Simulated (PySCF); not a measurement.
Gas-phase reaction: 3 Al2O2 + 3 H2O = 6 AlOH + O3

Computed with PySCF (xtb for GFN2) and rigid-rotor harmonic-oscillator thermochemistry at 1 bar. 'Table' is the NASA 1993 thermochemical table (part measured, part estimated). After a fit of one offset per element over all species, the range-separated, M06-2X, PBE0/def2-QZVP and CCSD(T)/def2-TZVPP enthalpies, where run, lie to one side of the table for Al2O2 (+36 kJ/mol), O3 (+19 kJ/mol): a fault of the table's entry, another state or a shared error of the levels is possible; this was not checked at source. † marks an energy on the PBE0/def2-TZVP geometry and frequencies; other levels use their own. MP2 and CCSD(T) freeze the core. All species are closed-shell singlets. MP2 isn't extrapolated to the basis-set limit. CCSD(T) isn't extrapolated to the basis-set limit. Strong static correlation: Al2O2, O3. The table's entry may be an old estimate for Al2O2, AlOH (not checked at source). Warning, large T1 diagnostic: Al2O2, O3 (CCSD(T)/def2-SVP†, CCSD(T)/def2-TZVPP†).

```tsv
level	ΔH°(298 K), kJ
table	971.4
CCSD(T)/def2-SVP†	815.5
CCSD(T)/def2-TZVPP†	(withheld)
GFN2-xTB	(withheld)
MP2/def2-SVP†	872.8
PBE/def2-TZVP†	845.1
PBE0/def2-QZVP†	841.8
PBE0/def2-SVP†	(withheld)
r2SCAN/def2-TZVP†	(withheld)
LDA/def2-TZVP†	920.5
```

**Question.** Complete the blanks.

**Answer.** 
- CCSD(T)/def2-TZVPP†, ΔH°(298 K), kJ: 929.0
- GFN2-xTB, ΔH°(298 K), kJ: 967.1
- PBE0/def2-SVP†, ΔH°(298 K), kJ: 731.9
- r2SCAN/def2-TZVP†, ΔH°(298 K), kJ: 937.1
